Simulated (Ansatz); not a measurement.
For SnSe (Pnma, No. 62), LDA (plane waves, PAW; Ansatz, an electronic-structure program) gives:

| Property | Result |
|---|---|
| equilibrium volume per atom | 25.15 Å³/atom |
| enthalpy of formation | -0.431 eV/atom |

**Question.** What does r²SCAN+rVV10 (Ansatz, PAW) give for the same quantities?

**Answer.** 
- equilibrium volume per atom: 27.18 Å³/atom (grows by 8.1 %)
- formation enthalpy: -0.514 eV/atom (moves by -0.083 eV/atom)

For comparison: equilibrium volume per atom 26.41 Å³/atom (measured, temperature not stated, no zero-point or thermal correction, from a published cell, pressure not stated; as tabulated in Journal of Physics and Chemistry of Solids 47, 879 (1986)).

Changes are worked out from the printed values.

Unless a cell is named, each level is at its own relaxed cell (LDA 25.15, r²SCAN+rVV10 27.18 Å³/atom).

Levels without +SOC leave out spin–orbit coupling, which shifts energies and cells of such heavy elements.

Ansatz's density-functional and Hartree–Fock values are scalar-relativistic unless marked +SOC, with PAW data made under PBE.
